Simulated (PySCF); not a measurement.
**SiO2: from structure and modes to constants**

All numbers come from BP86 in PySCF with Si def2-TZVP, O def2-TZVP; no relativity; density-fitted integrals.

The singlet minimum has D∞h symmetry. Masses (u): Si 27.97693, O 15.99492.

```xyz
3
charge 0 multiplicity 1, angstrom
Si    0.0000    0.0000    0.0000
O     0.0000    0.0000    1.5273
O     0.0000    0.0000   -1.5273
```

Harmonic wavenumbers (cm⁻¹): 274.0 (πu, ×2), 954.7 (σg+, ×1), 1391.3 (σu+, ×1).

Problem. What is the harmonic zero-point energy?

Solution. Half the sum of all 4 wavenumbers, 2894/2 = 1447 cm⁻¹, which is 17.3 kJ/mol (1 cm⁻¹ = 0.0119627 kJ/mol).

Problem. Find the vibrational entropy and heat capacity at 298.15 K.

Solution. With u = 1.43878 ω/T, each mode gives S = R[u/(eᵘ−1) − ln(1−e⁻ᵘ)] and C = R u² eᵘ/(eᵘ−1)².
```json
{"ω (cm⁻¹)": "274.0 (×2)", "u": "1.322", "S (J/(mol K))": "6.57", "C (J/(mol K))": "7.20"}
{"ω (cm⁻¹)": "954.7", "u": "4.607", "S (J/(mol K))": "0.47", "C (J/(mol K))": "1.80"}
{"ω (cm⁻¹)": "1391.3", "u": "6.714", "S (J/(mol K))": "0.08", "C (J/(mol K))": "0.46"}
```
The sums over all modes are S = 13.7 and C = 16.7 J/(mol K); the softest mode gives 48 % of the entropy (each member, where degenerate).

Problem. Find the bond force constant k and the stretch–stretch coupling k′ of the valence force field.

Solution. For linear XMX, 4π²c²ω(σg)² = (k + k′)/mX and 4π²c²ω(σu)² = (k − k′)(1 + 2mX/mM)/mX. So k + k′ = 8.589 and k − k′ = 8.510 mdyn/Å, giving k = 8.549 and k′ = 0.039 mdyn/Å.
